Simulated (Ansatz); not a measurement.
Si(CCH)H3 (C2H4Si) was relaxed with PBE0-D4 (def2-TZVP) in Ansatz in these states: charge +1 doublet, neutral singlet. The geometries follow in no particular order.

A:

```xyz
7

Si    0.888   -0.340    0.673
C    -0.431    0.356   -0.414
C    -1.391    0.700   -1.129
H    -2.212    1.015   -1.751
H     2.121   -0.518   -0.115
H     0.103   -1.635    0.801
H     0.923    0.422    1.935
```

B:

```xyz
7

Si   -0.084    0.677   -0.821
C     0.053   -0.479    0.581
C     0.153   -1.244    1.508
H     0.239   -1.920    2.328
H     1.194    1.415   -0.974
H    -1.185    1.636   -0.562
H    -0.369   -0.086   -2.061
```

Judge from the bond lengths which geometry belongs to which state (an estimate).

A is the charge +1 doublet (C2–C3 1.245 Å, Si1–H6 1.520 Å, Si1–C2 1.845 Å); B is the neutral singlet (C2–C3 1.206 Å, Si1–H6 1.483 Å, Si1–C2 1.823 Å).
